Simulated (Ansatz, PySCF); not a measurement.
Potential energy surface of H2N, doublet: symmetric bend, bond length relaxed. Scanned: H-N-H angle. Other coordinates (N-H bond length) were minimised at PBE0/def2-TZVP. Each profile is relative to its own lowest point.

```json
[
 {"a / °": "180", "A": "59.5", "B": "53.4", "C": "61.2"},
 {"a / °": "169.60", "A": "56.7", "B": "50.9", "C": "58.3"},
 {"a / °": "161.60", "A": "51.1", "B": "45.9", "C": "52.4"},
 {"a / °": "153.60", "A": "43.1", "B": "38.8", "C": "44.1"},
 {"a / °": "145.60", "A": "33.9", "B": "30.6", "C": "34.4"},
 {"a / °": "137.60", "A": "24.2", "B": "22.0", "C": "24.4"},
 {"a / °": "129.60", "A": "15.3", "B": "13.9", "C": "15.1"},
 {"a / °": "121.60", "A": "7.8", "B": "7.1", "C": "7.5"},
 {"a / °": "113.60", "A": "2.5", "B": "2.3", "C": "2.2"},
 {"a / °": "105.60", "A": "0.0", "B": "0.0", "C": "0.0"},
 {"a / °": "97.60", "A": "0.8", "B": "0.6", "C": "1.4"},
 {"a / °": "89.60", "A": "5.4", "B": "4.6", "C": "6.8"},
 {"a / °": "81.60", "A": "13.9", "B": "12.2", "C": "16.5"},
 {"a / °": "73.60", "A": "26.6", "B": "23.7", "C": "30.7"},
 {"a / °": "65.60", "A": "43.5", "B": "39.1", "C": "49.5"},
 {"a / °": "60", "A": "57.8", "B": "52.4", "C": "65.2"}
]
```

Energies in mEh.

Problem. Which curve belongs to which method? The methods are CCSD on UHF/aug-cc-pVQZ, frozen core in Ansatz (an electronic-structure program); unrestricted Hartree-Fock/6-31G*, spherical d (PySCF); unrestricted MP2 (frozen core)/6-31G*, spherical d in PySCF.

Solution. A is UMP2/6-31G*; B is CCSD/aug-cc-pVQZ; C is UHF/6-31G*.
